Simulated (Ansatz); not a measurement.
`CC=C=CN` + H₂ → `C=C=CC` + NH₃ at 700 K and 1 bar (hydrogenolysis of a C–N bond).

Computed with Ansatz on PBE0-D4/def2-TZVP structures; ΔE is electronic, products minus reactants. CCSD(T)/CBS is the MP2 limit (def2-TZVPP, def2-QZVPP) plus CCSD(T) − MP2 in def2-TZVPP, frozen cores. This one scheme is used for every species. Each species was taken in one conformer, which may not be the lowest.

```tsv
species	CCSD(T)/CBS energy (Eh)	H − E (kJ/mol)	S (J/(mol·K))
`CC=C=CN`	-211.05901	343.1	435.1
H₂	-1.17544	46.8	155.3
`C=C=CC`	-155.75749	281.6	381.9
NH₃	-56.50880	116.9	226.5
```

H − E and S are ideal-gas, rigid-rotor, harmonic terms from PBE0-D4/def2-TZVP, for one conformer and one mirror image of each species. The MP2-based limit puts H₂ 0.8 mEh under its directly extrapolated value; such offsets cancel only in part. 1 Eh = 2625.50 kJ/mol, R = 8.31446 J/(mol·K).

Question: By hand: ΔE, ΔH, ΔS and ΔG.

Answer: ΔE = (-155.75749) + (-56.50880) − (-211.05901) − (-1.17544) = -0.03184 Eh = -83.6 kJ/mol. Δ(H − E) = 281.6 + 116.9 − 343.1 − 46.8 = 8.6, so ΔH = -75.0 kJ/mol. ΔS = 381.9 + 226.5 − 435.1 − 155.3 = 18.0 J/(mol·K). ΔG = -75.0 − 700 × (18.0)/1000 = -87.6 kJ/mol.

Question: By hand: the equilibrium constant, and the temperature at which ΔG would vanish if ΔH and ΔS stayed fixed.

Answer: log₁₀ K = −ΔG/(RT ln 10) = 6.5. ΔH and −TΔS have one sign here, so there is no such temperature.

ΔH outweighs TΔS. A doubt of 5 kJ/mol in ΔE shifts log₁₀ K by 0.4 here. Other conformers and mirror images would add mixing entropy, several J/(mol·K) or more a flexible species. These are equilibria of isolated gas molecules and say nothing of rates. Largest T1 diagnostic: 0.012 (customary marks: 0.02 for closed shells, 0.045 for open ones).
